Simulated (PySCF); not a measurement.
# SiH: from the state search to spectroscopic constants

An exercise on one series of results from a longer session: the logs are not shown, and one member is left open.

Computed with PySCF 2.14.0. Level: Si def2-SVPD, H def2-SVPD, no relativity.

The first run:

Settings of the job:

```
atoms                         : Si, H
charge                        : 0
basis                         : Si def2-SVPD, H def2-SVPD
Hamiltonian                   : no relativity
basis functions               : 32
electrons treated             : 15
masses in u                   : 27.9769, 1.0078
levels                        : PBE0, PBE, r²SCAN, r²SCANh, PW91, B97-3, ωB97X, HF, MP2, SCS-MP2, CCSD, CCSD(T)
grid                          : 80 radial by 434 angular points
occupations                   : held fixed by the projection of orbital angular momentum
dissociation limit            : Si + H, each in its ground configuration
starting distance in angstrom : 1.435
values of 2S to try           : 1, 3
```

Command:

```console
$ OMP_NUM_THREADS=1 python dia.py task.json out
```

Steps of the session up to this table: Input; PBE0 along the bond; Other states along the same grid; PBE (GGA); r²SCAN; r²SCANh; PW91 (GGA); B97-3; ωB97X; UHF; Correlated methods on the Hartree–Fock reference.

One table of the session follows, with a row left open; its other results are not shown here.

It belongs to the step «Constants by level of theory». 

| level | Re (Å) | ωe (cm⁻¹) | De (eV) |
| --- | --- | --- | --- |
| UHF | ? | ? | ? |
| UHF-MP2 | 1.524 | 2102 | 2.80 |
| UHF-SCS-MP2 | 1.526 | 2090 | 2.91 |
| UHF-CCSD | 1.530 | 2051 | 2.95 |
| UHF-CCSD(T) | 1.532 | 2040 | 2.97 |
| PBE | 1.553 | 1951 | 3.10 |
| PW91 | 1.550 | 1958 | 3.13 |
| r²SCAN | 1.538 | 2017 | 3.10 |
| r²SCANh | 1.535 | 2036 | 3.08 |
| PBE0 | 1.539 | 2027 | 3.07 |
| B97-3 | 1.536 | 2033 | 3.18 |
| ωB97X | 1.532 | 2067 | 3.19 |

Estimate the missing values for UHF.

**Answer.** Re (Å): 1.521; ωe (cm⁻¹): 2137; De (eV): 2.24. In the column «Re (Å)» it is the lowest.
